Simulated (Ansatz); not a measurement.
System (SMILES): C#N (CH-N).
Atoms: C1, N2, H3. Bonds: C1-N2, C1-H3.

Basis-set convergence of the optimised C1-H3 bond length at PBE with Ansatz (a first-principles code). All functions are spherical. The program fits the integrals of some runs and decomposes those of others, by size. No added dispersion term, no relativity. Reference: the value in aug-pcseg-3, 1.0748 Å. Deviations are taken from unrounded values.

| basis | functions |
|---|---|
| def2-SV(P) | 30 |
| cc-pVDZ | 33 |
| def2-SVP | 33 |
| aug-pcseg-1 | 55 |
| def2-TZVP | 68 |
| cc-pVTZ | 74 |
| def2-TZVPP | 76 |
| aug-pcseg-2 | 115 |
| cc-pVQZ | 140 |
| def2-QZVPP | 144 |
| aug-pcseg-3 | 219 |

Question: Which is the smallest set listed that can be trusted to 0.003 Å here, that is, within that of the reference together with its larger relatives (same family, alike in diffuse functions; a set with none to test it counts only in the reference's own line)?

Answer: The smallest set listed that lies within 0.003 Å of the reference with all its larger relatives (same family, alike in diffuse functions; a set with none counts only in the reference's own line) is def2-TZVP (68 functions, 0.0011 Å off). Value minus reference: def2-SV(P) 0.0148, cc-pVDZ 0.0100, def2-SVP 0.0123, aug-pcseg-1 0.0081, def2-TZVP 0.0011, cc-pVTZ -0.0002, def2-TZVPP 0.0005, aug-pcseg-2 0.0003, cc-pVQZ -0.0001, def2-QZVPP 0.0001, aug-pcseg-3 0.0000 Å.
